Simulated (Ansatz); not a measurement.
**AlH₇OSi (built from SMILES [OH][AlH2].[SiH4]): a reaction path by the nudged elastic band**

What path joins these two structures, and how high does it climb? Both ends were relaxed at PBE0-D4 in triple zeta.

Method: PBE0-D4/def2-SVP; program: Ansatz 0.2.0, Gaussian basis.

23 further runs of the same task are left out: 1 that didn't finish, 22 set aside as unsound or not needed.

### 1 Where the work starts

The first end: 10 atoms, charge 0, spin multiplicity 1.

Atoms are counted from 1 here; the program's logs count them from 0.

Bond lengths: Al1–O2 1.704 Å, Al1–H3 1.585 Å, Al1–H4 1.587 Å, O2–H7 0.955 Å, H5–Si6 1.509 Å, Si6–H8 1.484 Å, Si6–H9 1.478 Å, Si6–H10 1.479 Å. Angles: O2–Al1–H3 115.4°, O2–Al1–H4 120.2°, H3–Al1–H4 123.3°, Al1–O2–H7 122.3°, H5–Si6–H8 104.8°, H5–Si6–H9 109.1°, H5–Si6–H10 107.8°, H8–Si6–H9 111.2°, H8–Si6–H10 111.1°, H9–Si6–H10 112.5°.

As a file:

```mol
AlH7OSi
  3D, bonds by distance, orders not assigned

 10  8  0  0  0  0  0  0  0  0999 V2000
    0.5436   -1.2061   -0.6730 Al  0  0
    1.1157   -0.2452   -1.9588 O   0  0
   -1.0206   -1.4606   -0.6577 H   0  0
    1.5646   -2.0069    0.2402 H   0  0
    0.3985    0.2562    0.8150 H   0  0
   -0.8907    1.0124    1.0247 Si  0  0
    2.0471   -0.0938   -2.1083 H   0  0
   -0.5141    2.1788    1.8612 H   0  0
   -1.4173    1.4436   -0.2869 H   0  0
   -1.8267    0.1215    1.7438 H   0  0
  1  2  8  0
  1  3  8  0
  1  4  8  0
  2  7  8  0
  5  6  8  0
  6  8  8  0
  6  9  8  0
  6 10  8  0
M  END
```

The second end:

| atom | x (Å) | y (Å) | z (Å) |
| --- | --- | --- | --- |
| Al1 | 0.2175 | -1.1980 | -0.0891 |
| O2 | 0.7477 | 0.0449 | -1.6038 |
| H3 | -0.6947 | -2.2787 | -0.8168 |
| H4 | 1.7003 | -1.6094 | 0.3482 |
| H5 | 0.4962 | 0.9522 | -1.3829 |
| Si6 | -0.8703 | 0.6340 | 1.1673 |
| H7 | 1.6905 | 0.0370 | -1.8021 |
| H8 | -0.2829 | 0.9785 | 2.4952 |
| H9 | -0.6559 | 1.8791 | 0.3329 |
| H10 | -2.3486 | 0.5605 | 1.3512 |

### 2 The band at PBE0-D4/def2-SVP

neb/in.yaml reads:

```yaml
crystal:
  periodic: [false, false, false]
  atoms:
    - {symbol: Al, position_ang: [0.543631, -1.206075, -0.672957]}
    - {symbol: O, position_ang: [1.115703, -0.245231, -1.958847]}
    - {symbol: H, position_ang: [-1.020647, -1.460562, -0.657734]}
    - {symbol: H, position_ang: [1.564599, -2.006890, 0.240185]}
    - {symbol: H, position_ang: [0.398484, 0.256213, 0.814989]}
    - {symbol: Si, position_ang: [-0.890702, 1.012416, 1.024652]}
    - {symbol: H, position_ang: [2.047082, -0.093807, -2.108313]}
    - {symbol: H, position_ang: [-0.514133, 2.178820, 1.861153]}
    - {symbol: H, position_ang: [-1.417294, 1.443592, -0.286876]}
    - {symbol: H, position_ang: [-1.826721, 0.121523, 1.743846]}
basis:
  gaussian: {orbitals: def2-SVP}
hamiltonian: {xc: pbe0, dispersion: d4}
neb:
  images: 5
  climbing: true
  max_iterations: 40
  initial_path: idpp
  final_atoms:
    - {symbol: Al, position_ang: [0.217488, -1.197968, -0.089056]}
    - {symbol: O, position_ang: [0.747730, 0.044879, -1.603840]}
    - {symbol: H, position_ang: [-0.694670, -2.278724, -0.816786]}
    - {symbol: H, position_ang: [1.700346, -1.609415, 0.348247]}
    - {symbol: H, position_ang: [0.496239, 0.952187, -1.382856]}
    - {symbol: Si, position_ang: [-0.870281, 0.634027, 1.167291]}
    - {symbol: H, position_ang: [1.690527, 0.036954, -1.802124]}
    - {symbol: H, position_ang: [-0.282938, 0.978455, 2.495151]}
    - {symbol: H, position_ang: [-0.655856, 1.879139, 0.332901]}
    - {symbol: H, position_ang: [-2.348585, 0.560467, 1.351171]}
```

On the command line:

```sh
> ansatz run in.yaml --threads 2 --pin off --events-out ev --progress --plain --max-ram 4352MiB
```

Q: Predict the outcome of this session. Wanted: from earlier runs: barrier over the separately found saddle, CCSD(T)/def2-TZVPP.

The runs gave:

| quantity | value |
| --- | --- |
| PBE0-D4/def2-SVP, 22 iterations | highest 122.0 kJ/mol (image 4), last end +32.1 kJ/mol |
| from earlier runs: barrier over the separately found saddle, CCSD(T)/def2-TZVPP | 157.8 kJ/mol |

In words: The highest image lies 122.0 kJ/mol above the first end, and it climbed, so it estimates the saddle. The ends are not quite minima at this level (largest force component 0.18 eV/Å), which shifts the heights a little. The highest image is 35.8 kJ/mol below the CCSD(T) barrier in triple zeta, which comes from separate runs on the saddle.
